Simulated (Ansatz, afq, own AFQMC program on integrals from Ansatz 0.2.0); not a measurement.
Ag⁺, triplet: AFQMC among the cluster methods

A free Ag cation.

Basis def2-TZVPP with its core potentials. Noble-gas cores (and the filled d shells of Ga–Kr and In–Xe) are frozen. AFQMC by an in-house program on the Cholesky factors that Ansatz 0.2.0 writes for its CCSD(T) run. ph-AFQMC/CISD is guided by a CISD state made of CCSD amplitudes; releasing the constraint for a short imaginary time cuts its bias at the price of noise, slowly where states lie close. Uncertainties: one standard error, sampling alone. No spin–orbit coupling. The metal's outer-core s and p shells are frozen, which shifts wave-function levels against functionals.

Determinant: UHF, the one that the program's search chose, which needn't be the lowest solution.

No full CI on the walks' own integrals is used here; CCSDT(Q) serves as the reference and is uncertain by about the last step of the cluster series.

Cautions: no spin-orbit coupling; outer-core shells of the metal frozen; another spin lies lower (by 5.17 eV).

* T1 diagnostic: 0.0081
* weight of the determinant in the CISD state: 0.944
* ⟨S²⟩ of the determinant: 2.002
* size of the correlated space: 10 electrons in 52 orbitals

Reference: CCSDT(Q), correlation energy -8.385 eV. The released energy is read at 4.20 1/Eh (meV from the phaseless value at times in 1/Eh: -9.1 ± 2.0 at 0.60, -9 ± 3 at 1.20, -13 ± 4 at 2.00, -15 ± 6 at 3.00, -11 ± 7 at 4.20).

```
         level  E − E(reference) (mEh)  share of correlation (%)
            HF                  308.16                      0.00
           MP2                   -6.31                    102.05
          CCSD                    8.24                     97.33
       CCSD(T)                   -0.29                    100.09
         CCSDT                    0.08                     99.97
 ph-AFQMC/CISD             0.30 ± 0.07                     99.90
released AFQMC            -0.10 ± 0.27                    100.03
```

Released energies are given only where the last usable release times agree within the noise; a slower fall can still hide under it.
